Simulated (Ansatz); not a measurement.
Consider InP in the zinc blende structure (space group F-43m, No. 216).

```
CELL_PARAMETERS angstrom
      0.00000     2.93928     2.93928
      2.93928     0.00000     2.93928
      2.93928     2.93928     0.00000
ATOMIC_POSITIONS crystal
  P  0.25000 0.25000 0.25000
  In 0.00000 0.00000 0.00000
```

Method: Ansatz (an electronic-structure program), PBEsol, PAW, cutoff 420 eV, spin-orbit coupling left out.

```
level   band gap  lattice parameter a  electron mass at Γ
------  --------  -------------------  ------------------
PBEsol   0.57 eV              5.879 Å            0.046 mₑ
```

Measured: band gap 1.47 eV (static lattice; corrected from measurement; as listed in Wei Chen et al., Physical Review Materials (2018)); lattice parameter a 5.858 Å (static lattice; corrected from measurement; as listed in Daniel Mejia-Rodriguez, S. B. Trickey, Phys. Rev. B (2018)); electron mass at Γ 0.079 mₑ (temperature not stated; as listed in Magdalena Laurien, Oleg Rubel, Phys. Rev. B (2022)).

Computed minus measured — band gap: PBEsol -0.90 eV; lattice parameter a: PBEsol +0.4 %; electron mass at Γ: PBEsol -42 %. Measured values not marked as corrected hold thermal and zero-point effects that the static-lattice runs lack. A measured gap can be an optical one, lowered by exciton binding. Levels without spin-orbit coupling miss its lowering of the gap, often about a third of the valence-band splitting.

Effective masses come from finite differences of ±0.01 Å⁻¹. Stability against distortions was not tested.
